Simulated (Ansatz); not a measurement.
The same path of H₄N₂Si (7 atoms, charge 0, multiplicity 1) was run 3 times with different band settings. The coordinate that changes most is the dihedral N1–Si2–N3–H7.

These are results of RKS B3LYP-D4/def2-SVP (Ansatz), not measurements.

Relaxed end points:

```xyz
7
Properties=species:S:1:pos:R:3
N -1.230 0.320 -0.358
Si -0.183 -1.060 -0.432
N 1.236 -0.403 0.319
H -2.174 0.271 -0.728
H -1.030 1.240 0.031
H 1.375 0.537 0.684
H 2.067 -0.974 0.438
```

```xyz
7
Properties=species:S:1:pos:R:3
N -1.232 0.318 -0.352
Si -0.179 -1.057 -0.441
N 1.238 -0.400 0.312
H -2.177 0.267 -0.719
H -1.034 1.236 0.042
H 2.073 -0.968 0.423
H 1.372 0.537 0.688
```

Common settings: spring 5.0 eV/Å²; optimiser quadratic models (default); start path IDPP; force threshold 0.05 eV/Å; end points relaxed.

| run | movable images | climbing image | iteration limit |
| --- | --- | --- | --- |
| 1 | 7 | yes | 60 |
| 2 | 3 | no | 60 |
| 3 | 7 | yes | 6 |

(1) What does each run give, and how far can it be trusted?

Answers

(1) Run 1: converged after 7 iterations, highest image 0.524 eV above the first end. A vibrational analysis at the climbing image gives one clearly imaginary mode, 384i cm⁻¹: a first-order saddle point.
Run 2: converged after 7 iterations, highest image 0.524 eV above the first end. No image climbed, so the highest image needn't sit at the top of the path. So few images can step over the top or miss a turn of the path.
Run 3: not converged after 6 iterations, highest image 0.524 eV above the first end. The band didn't meet its force threshold, so its energies are provisional: the largest band force was still 0.05 eV/Å, and over the last iterations the top stayed at 0.53 eV.
